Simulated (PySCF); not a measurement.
Gas-phase reaction: C₄H₆ (butadiene) → 4 CH + 2 H

Energies from PySCF, thermal terms from the rigid-rotor harmonic-oscillator model, ideal gas at 1 bar. The comparison is the NASA 1993 polynomial table, which mixes measured and estimated data. † marks an energy on the PBE0/def2-TZVP geometry and frequencies; other levels use their own. Open shells (unrestricted): CH (multiplicity 2, electronic degeneracy 4), H (multiplicity 2); the rest are closed-shell singlets. Spin-orbit splitting is ignored; it lowers the true energy and changes the entropy of CH. The harmonic model lacks anharmonicity and excited electronic states, which grow with temperature; levels with a mode under 35 cm⁻¹ are left out. Internal rotation in C₄H₆ (butadiene) is treated as a harmonic vibration of one conformer, which makes the entropy rough. The table's entry may be an old estimate for CH (not checked at source). Warning, spin contamination: CH (BLYP/def2-TZVP†, M06-2X/def2-TZVP†, PBE/def2-SVP, r2SCAN/def2-TZVP†, LDA/def2-TZVP†).

```tsv
level	ΔH°(298 K), kJ	minus table	ΔG°(800 K), kJ
table	2715.3	-	2154.4
BLYP/def2-TZVP†	2655.2	-60.1	2090.9
M06-2X/def2-TZVP†	2716.7	1.4	2152.3
PBE/def2-SVP	2840.1	124.8	2276.5
r2SCAN/def2-TZVP†	2733.9	18.6	2169.6
LDA/def2-TZVP†	3148.2	432.9	2583.9
```
